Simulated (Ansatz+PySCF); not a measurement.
The numbers below are computed, except where a source is named.
## Several solutions for singlet H₂OF(-) in separate pieces

```xyz
4

F     0.0000    0.0000    0.0000
O    30.0331   -0.0941    0.0660
H    30.5670    0.6546   -0.2188
H    29.1678    0.0985   -0.3092
```

Basis set: cc-pVDZ (spherical functions). Charge -1, multiplicity 1.

PBE0 (unrestricted) was run from several starts with Ansatz (development build ahead of 0.2.0) and PySCF 2.14.0.

| run | program | start | converged | energy (hartree) | <S²> |
| --- | --- | --- | --- | --- | --- |
| A | Ansatz | atomic start, no search | yes | -176.01543 | 0.00 |
| B | PySCF | program defaults | no | – | – |
| C | PySCF | guess minao, instabilities followed | yes | -176.01930 | 0.12 |
| D | Ansatz | search for the lowest state | yes | -176.01930 | 0.12 |
| E | Ansatz | stability test followed | yes | -176.01930 | 0.12 |

(1) Which runs reached the lowest solution of this kind, and what is wrong with the others?

Answers

(1) C, D, E reached the lowest solution found. Converged but too high: A by 0.11 eV. Convergence only shows a stationary point, and even a stable one can lie too high; stability tests and further starts are what find lower ones. Not converged: B. Caution: no diffuse functions for an anion. Caution: charge can spread falsely over distant fragments. Caution: the unrestricted determinant is spin contaminated.
